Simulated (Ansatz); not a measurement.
The same path of BF2H (4 atoms, charge 0, multiplicity 1) was run twice with different band settings. Lost on the way: B1–F2, B1–H3. Made: F2–H3.

Computed with RKS PBE-D4/def2-SVP (Ansatz 0.2.0).

Relaxed end points:

```xyz
4
Properties=species:S:1:pos:R:3
B 0.313 0.000 0.141
F 0.357 0.000 1.465
H 1.330 0.000 -0.517
F -0.877 0.000 -0.440
```

```xyz
4
Properties=species:S:1:pos:R:3
B -0.059 -0.001 -0.739
F 1.184 0.000 1.501
H 1.325 0.000 0.553
F -1.327 0.000 -0.666
```

Common settings: movable images 9; climbing image yes; spring 5.0 eV/Å²; optimiser quadratic models (default); force threshold 0.05 eV/Å; iteration limit 60; end points relaxed.

| run | start path |
| --- | --- |
| 1 | through a guess of the saddle point |
| 2 | straight line |

What does each run give, and how far can it be trusted?

Run 1: converged after 7 iterations, highest image 4.294 eV above the first end. Neighbouring images differ by up to 1.3 eV, so the band resolves the path poorly. A vibrational analysis at the climbing image gives one clearly imaginary mode, 934i cm⁻¹: a first-order saddle point.
Run 2: converged after 7 iterations, highest image 4.294 eV above the first end. Neighbouring images differ by up to 1.3 eV, so the band resolves the path poorly. Another band between the same ends (9 images) ends at a top of the same energy, where a vibrational analysis finds 1 clearly imaginary mode.
The orbitals stay closed-shell, which can raise the energy where a bond breaks towards radicals; this wasn't checked here.
